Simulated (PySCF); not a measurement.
**Exact mass, isotope pattern and composition**

Species: `[Na][Na]`.

Calculated from isotope tables alone.

Q: Molar mass and exact mass?

A: For Na2, with standard atomic weights, 2 × 22.990 = 45.980 g/mol. From the most abundant isotopes (23Na), 2 × 22.989769 = 45.9795 u.

Q: What cluster does the molecular ion M+• show when like nominal masses merge?

A: 
```json
{"nominal mass": "46", "m/z (centroid)": "45.9790", "relative intensity": "100.0"}
```

Cut off at 0.1 %. One electron mass, 0.00055 u, is taken off.

Q: What share of all molecules is the monoisotopic species?

A: 1^2 = 100.00 %.

Q: Which m/z would the protonated and sodiated molecule have?

A: [M+H]+ 46.9868, [M+Na]+ 68.9688, for the monoisotopic species (arithmetic only; whether such ions form is another matter).

Q: Count the protons, neutrons and electrons of the monoisotopic species, and give its exact less its nominal mass.

A: 22 protons, 24 neutrons and 22 electrons; 45.9795 − 46 = -0.0205 u.

Q: What is the composition by mass?

A: Na 100.00 %.
